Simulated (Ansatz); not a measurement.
# 2H-SiC: elastic constant C66 by level of theory

No measured value is used here.

Put these levels in order of the elastic constant C66 that they give for 2H-SiC, smallest first: Hartree–Fock (Ansatz, an electronic-structure program), PBE (Ansatz), PBE0 (Ansatz).

PBE (196 GPa), PBE0 (212 GPa), Hartree–Fock (247 GPa)

Unless a cell is named, each level is at its own relaxed cell (PBE 10.50, PBE0 10.28, Hartree–Fock 10.41 Å³/atom).

Each level is taken at its own relaxed cell. K meshes differ between the levels. Ansatz's density-functional and Hartree–Fock values are scalar-relativistic unless marked +SOC, with PAW data made under PBE.
